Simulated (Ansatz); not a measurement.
# CH2Si+ (doublet): from Hartree-Fock to the top rungs, 6-31G

Aim: climb from Hartree-Fock through coupled cluster and multireference methods for CH2Si+ (doublet) at one geometry and basis, and see what each rung misses.

Computed with Ansatz 0.2.0, Gaussian basis. Level: 6-31G, core rule «outside noble gas», up to 6 orbitals frozen.

Plan: UHF; CCSD(T) on ROHF; CCSD(T) on UHF; BCCD(T) on ROHF; CISD; CCSDT(Q) on ROHF; CCSDT(Q) on UHF; CISDTQ; CCSDTQ on ROHF; CCSDTQ on UHF; CASSCF and MRCISD+Q, 9 electrons in 10 orbitals; CASSCF and NEVPT2, 9 electrons in 10 orbitals; Full CI.

4 further runs of the same task are left out: 4 set aside as unsound or not needed.

## Step 1: What is computed

The geometry is a PBE0/def2-TZVP stationary point (not a proven minimum) of the parent state, kept for this charge and spin.

4 atoms, charge 1, spin multiplicity 2.

Atoms are counted from 1 here; the program's logs count them from 0.

Bond lengths: Si1–C2 1.637 Å, Si1–H3 1.483 Å, C2–H4 1.078 Å. Angles: C2–Si1–H3 123.0°, Si1–C2–H4 153.9°.

## Step 2: UHF

File in.yaml:

```yaml
crystal:
  periodic: [false, false, false]
  atoms:
    - {symbol: Si, position_ang: [0.000000, -0.101057, 0.500037]}
    - {symbol: C, position_ang: [0.000000, 0.164958, -1.114795]}
    - {symbol: H, position_ang: [0.000000, 0.995702, 1.498344]}
    - {symbol: H, position_ang: [0.000000, -0.145469, -2.147521]}
basis:
  gaussian: {orbitals: 6-31G}
total_charge: 1
magnetization: {spin_polarized: true, initial_magnetization: 1}
hamiltonian: {xc: hf}
output: {orbitals: {seedname: orbitals}}
```

On the command line:

```bash
> ansatz run in.yaml --threads 1 --pin off --events-out ev --progress --plain --max-ram 4096MiB --backend cpu
```

Further steps of the session: CCSD(T) on ROHF; CCSD(T) on UHF; BCCD(T) on ROHF; CISD; CCSDT(Q) on ROHF; CCSDT(Q) on UHF; CISDTQ; CCSDTQ on ROHF; CCSDTQ on UHF; CASSCF and MRCISD+Q, 9 electrons in 10 orbitals; CASSCF and NEVPT2, 9 electrons in 10 orbitals; Full CI.

Before running them: what should the planned runs give, taken together? Wanted: FCI below the RHF energy; RMP2 from FCI; UMP2 from FCI; RCCSD from FCI; RCCSD(T) from FCI; UCCSD(T) from FCI; RCCSDT(Q) from FCI; UCCSDT(Q) from FCI; NEVPT2 valence from FCI.

**Answer**, as computed:

```
                         quantity                                                                                                       value
         FCI below the RHF energy                                                                                                  -4.4662 eV
                    RMP2 from FCI                                                                                               +104.0 kJ/mol
                    UMP2 from FCI                                                                                               +126.8 kJ/mol
                   RCCSD from FCI                                                                                                +19.1 kJ/mol
                RCCSD(T) from FCI                                                                                                 +4.1 kJ/mol
                UCCSD(T) from FCI                                                                                                 +8.0 kJ/mol
               RCCSDT(Q) from FCI                                                                                                 +0.3 kJ/mol
               UCCSDT(Q) from FCI                                                                                                 +0.2 kJ/mol
          NEVPT2 valence from FCI                                                                                                +20.6 kJ/mol
        MRCISD+Q valence from FCI                                                                                                 +1.3 kJ/mol
levels within 1 kcal/mol (43 meV)  RCCSD(T), RCCSDT, UCCSDT, CISDTQ, RCCSDT(Q), UCCSDT(Q), RCCSDTQ, UCCSDTQ, MRCISD valence, MRCISD+Q valence
                    T1 diagnostic                                                                                                       0.044
   effectively unpaired electrons                                                                                                        1.26
```

In words: RCCSD(T) lands +4.1 kJ/mol from the yardstick (1.0 % of the correlation energy). CCSD(T) misses by +4.1 kJ/mol on the restricted determinant and by +8.0 kJ/mol on the unrestricted one; the two need not hold the same state or core. The occupations show some static correlation. Of the multireference levels listed MRCISD+Q valence comes nearest in total energy (+1.3 kJ/mol), which doesn't show that its space is the better one. These misses are within one basis, not against nature; the frozen cores of restricted and unrestricted runs differ, which can shift their rows.
